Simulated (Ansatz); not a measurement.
2H MoTe2 was calculated with PBE0 (plane waves, PAW; Ansatz, a first-principles code).

Run with plane-wave cutoff 500 eV, 12×12×2 k mesh (along the axes of the cell as run), gaussian smearing 0.02 eV, no spin polarisation, scalar-relativistic PAW data made under PBE.

Cell (relaxed with r²SCAN):

```
MoTe2
1.0
    1.78175    -3.08608     0.00000
    1.78175     3.08608     0.00000
    0.00000     0.00000    14.72363
Te Mo
4 2
Cartesian
  1.78175   1.02869   9.25317
  1.78175  -1.02869   1.89136
  1.78175  -1.02869   5.47046
  1.78175   1.02869  12.83227
  1.78175   1.02869   3.68091
  1.78175  -1.02869  11.04272
```

Problem. Predict the band gap.

Solution. 
band gap: 2.01 eV (on the SCF k mesh)

Measured, for comparison: band gap 1.06 ± 0.01 eV (4 K, zero-point motion not removed, indirect, absorption from ellipsometry, single crystal; as tabulated in Gulo et al. (2023), doi:10.1103/physrevmaterials.7.044001).

Note: the cell comes from a level without a dispersion term, which matters for the spacing of layers, chains or molecules; cell and atoms aren't relaxed at this level (largest force component 0.30 eV/Å, pressure -2.6 GPa); the cell has widely spaced layers and the level no dispersion term, so their spacing and the moduli can rest on weak binding.

Spin–orbit coupling is not included; with these elements it can move the gap by several tenths of an eV or more.

Computing time: very roughly 10 core-minutes.
